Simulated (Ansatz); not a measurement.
# SiNO (sextet): the correlation ladder, def2-QZVPP

One table from this session's results is given with a row withheld; the runs are named, their logs left out.

Program: Ansatz 0.2.0, Gaussian basis. Level of theory: def2-QZVPP, core rule «outside noble gas», up to 7 orbitals frozen. These are calculated values, not measurements.

The runs, in order: UHF; ROHF; CCSD(T) on UHF.

## The geometry

The geometry is a PBE0/def2-TZVP stationary point (not a proven minimum) of the parent state, kept for this charge and spin.

3 atoms, charge 0, spin multiplicity 6.

Atoms are counted from 1 here; the program's logs count them from 0.

Bond lengths: N1–O2 1.289 Å, O2–Si3 1.710 Å. Angles: N1–O2–Si3 128.1°.

Geometry (Å):

```
N     0.00000   -0.29475    1.59726
O     0.00000    0.42744    0.52979
Si    0.00000   -0.09650   -1.09838
```

The first run:

Input file in.yaml:

```yaml
crystal:
  periodic: [false, false, false]
  atoms:
    - {symbol: N, position_ang: [0.000000, -0.294753, 1.597255]}
    - {symbol: O, position_ang: [0.000000, 0.427443, 0.529787]}
    - {symbol: Si, position_ang: [0.000000, -0.096502, -1.098380]}
basis:
  gaussian: {orbitals: "def2-QZVPP.json"}
magnetization: {spin_polarized: true, initial_magnetization: 5}
hamiltonian: {xc: hf}
output: {orbitals: {seedname: orbitals}}
```

The run is started by

```
ansatz run in.yaml --threads 1 --pin off --events-out ev --progress --plain --max-ram 2393MiB
```

Among the steps run: UHF; ROHF; CCSD(T) on UHF.

One of the session's tables, all rows but one given; the rest of the session is left out.

It belongs to the step «Misses and costs». 

| method | from UCCSD(T) (meV) |
| --- | --- |
| ROHF | +13190.6 |
| UHF | ? |
| UMP2 | +1006.8 |
| UCCSD | +542.9 |
| UCCSD(T) | 0 |

Estimate the missing values for UHF.

**Answer.** from UCCSD(T) (meV): +12849.4. In the column «from UCCSD(T) (meV)» it lies between UMP2 (+1006.8) and ROHF (+13190.6).
